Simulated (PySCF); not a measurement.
Rotational lines of AlO⁻

Lines J+1 ← J of the vibrational ground state, computed from PBE0 constants of AlO⁻, ¹Σ⁺ (singlet), closed shell (PySCF, no relativity, basis sets Al aug-cc-pV(D+d)Z, O aug-cc-pVDZ; masses 26.9815 and 15.9949 u), in MHz:

| J | ν (MHz) |
| --- | --- |
| 5 | 222329.7 |
| 6 | 259373.3 |
| 7 | 296411.7 |
| 8 | 333444.1 |
| 9 | 370469.7 |

Problem. Find B0 and the effective bond length r0; with αe = 0.00481 cm⁻¹, find Re.

Solution. ν = 2B0(J+1) − 4D(J+1)³ gives B0 = 0.61808 cm⁻¹. With the reduced mass μred = 10.042 u, r0 = √(16.8576/(μred·B0)) (u, cm⁻¹, Å) = 1.6480 Å. Be = B0 + αe/2 = 0.62048 cm⁻¹ gives Re = 1.645 Å.

For an ion De counts to the pair picked by the measured ionisation energies or electron affinities, which need not be the lowest pair at this level.
